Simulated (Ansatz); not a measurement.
# C2H4S2: the cost of one run

Program: Ansatz 0.2.0. Level of theory: RKS PBE0-D4/6-31G*. These are calculated values, not measurements.

### Step 1. The starting structure

Bond lengths: C1–C2 1.488 Å, C2–S3 1.627 Å, C2–S4 1.750 Å, C1–H5 1.090 Å, C1–H6 1.088 Å, C1–H7 1.091 Å, S4–H8 1.334 Å. Angles: C1–C2–S3 123.5°, C1–C2–S4 114.1°, S3–C2–S4 122.3°, C2–C1–H5 109.8°, C2–C1–H6 111.4°, C2–C1–H7 109.5°, H5–C1–H6 109.6°, H5–C1–H7 107.2°, H6–C1–H7 109.2°, C2–S4–H8 96.5°.

Coordinates:

```xyz
8

C    -0.0219    1.0354   -0.2558
C     0.2115   -0.4164   -0.0307
S     1.4933   -1.2230   -0.6245
S    -1.0166   -1.1961    0.9425
H    -0.0094    1.2492   -1.3242
H    -0.9707    1.3559    0.1692
H     0.7868    1.6093    0.1981
H    -0.4730   -2.4143    0.9254
```

### Step 2. End point A

Input file input.yaml:

```yaml
crystal:
  periodic: [false, false, false]
  atoms:
    - { symbol: C, position_ang: [-0.02193, 1.03538, -0.25583] }
    - { symbol: C, position_ang: [0.21148, -0.41636, -0.03071] }
    - { symbol: S, position_ang: [1.49332, -1.22298, -0.62446] }
    - { symbol: S, position_ang: [-1.01658, -1.19607, 0.94255] }
    - { symbol: H, position_ang: [-0.00936, 1.24917, -1.32422] }
    - { symbol: H, position_ang: [-0.97073, 1.35586, 0.16922] }
    - { symbol: H, position_ang: [0.78678, 1.6093, 0.19807] }
    - { symbol: H, position_ang: [-0.47298, -2.41429, 0.92538] }
basis:
  gaussian: { orbitals: "6-31G*" }
hamiltonian:
  xc: pbe0
  dispersion: d4
relax:
  f_tol: 0.015
  max_steps: 40
```

Started as:

```
$ ansatz run input.yaml --threads 1 --pin off --max-ram 2048MiB --backend cpu --events-out ev --progress --plain --runs-dir out
```

**Question.** How long does this run take on 1 thread of Intel Xeon at 2.70GHz, shared host, and how much memory does it need?

About 1.8 min, with a peak of 0.16 GiB.
